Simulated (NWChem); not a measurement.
**Basis-set dependence for Be**

```
Be
```
Charge 0, spin multiplicity 1.

Everything below was run with NWChem.

Hartree-Fock energies in Ha, correlation energies in mHa.

The correlated methods keep 1 core orbital frozen. Coupled-cluster values serve here as a point of comparison, not as the truth.

| basis | functions | RHF | MP2 | SCS-MP2 | CCSD | CR-CCSD[T] | CR-CCSD(T) | CCSDT |
|---|---|---|---|---|---|---|---|---|
| STO-3G | 5 | -14.35188 | -23.8 | -28.5 | -51.4 | -51.4 | -51.4 | -51.4 |
| cc-pVDZ | 14 | -14.57234 | -25.6 | -30.7 | -44.5 | -44.5 | -44.5 | -44.5 |
| cc-pVTZ | 30 | -14.57287 | -28.2 | -33.8 | -45.6 | -45.6 | -45.6 | -45.6 |
| cc-pVQZ | 55 | -14.57297 | -29.4 | -35.3 | -46.0 | -46.0 | -46.0 | -46.0 |

From cc-pVTZ to cc-pVQZ the Hartree-Fock energy moves by -0.1 mHa and the MP2 correlation energy by -1.2 mHa, which is 4 % of its value in the larger set.
